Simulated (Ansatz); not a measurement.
Naphthalene C10H8, treated with PBE (Ansatz, a quantum-chemistry and plane-wave program, plane waves, PAW).

Task: Estimate the lattice energy and volume per molecule that the calculation returns.

Result: 
- lattice energy: 13 kJ/mol
- volume per molecule: 232.91 Å³

Note: the cell comes from a level without a dispersion term, which matters for the spacing of layers, chains or molecules; the volume lies 37 % above that of the published cell.

The computed numbers hold no vibrational or temperature effects.

Cost on a shared machine: roughly 50 core-minutes.
